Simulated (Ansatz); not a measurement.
Molecule (SMILES): [O-][O+]=O.
Geometry (B3LYP-D3(BJ)/def2-TZVP, fixed):
```
O
O 1 1.2535
O 1 1.2535 2 118.30
```
Charge 0, spin multiplicity 1.

Basis-set convergence of the dipole moment at MP2 with Ansatz (a program for electronic structure). Dipoles come from the density behind the forces; the sign is taken along the dipole that this method gives in the largest set. The reference of a correlated method is not its basis-set limit, which lies further on. Cartesian d functions, on some or all atoms, in 6-31G**, 6-31+G*; all else is spherical. Cores are frozen. The T1 diagnostic of CCSD is high for at least one species. A restricted Hartree-Fock determinant is unstable towards unrestricted orbitals. No added dispersion term, no relativity. Reference: the value in aug-pcseg-3, 0.506 D. Deviations are taken from unrounded values.

| basis | functions | dipole moment (D) | minus reference (D) |
|---|---|---|---|
| STO-3G | 15 | 0.240 | -0.266 |
| pcseg-0 | 27 | 0.285 | -0.221 |
| pcseg-1 | 42 | 0.421 | -0.085 |
| 6-31G** | 45 | 0.450 | -0.056 |
| 6-311G** | 54 | 0.426 | -0.080 |
| 6-31+G* | 57 | 0.534 | 0.028 |
| aug-pcseg-1 | 69 | 0.496 | -0.010 |
| 6-311++G(2d,2p) | 81 | 0.526 | 0.020 |
| cc-pVTZ | 90 | 0.465 | -0.041 |
| pcseg-2 | 90 | 0.508 | 0.002 |
| def2-TZVPP | 93 | 0.498 | -0.008 |
| jun-cc-pV(T+d)Z | 117 | 0.507 | 0.001 |
| aug-cc-pVTZ | 138 | 0.507 | 0.001 |
| aug-pcseg-2 | 138 | 0.511 | 0.005 |
| def2-QZVPP | 171 | 0.488 | -0.018 |
| d-aug-cc-pVTZ | 186 | 0.507 | 0.001 |
| def2-QZVPPD | 198 | 0.505 | -0.001 |
| aug-cc-pVQZ | 240 | 0.505 | -0.001 |
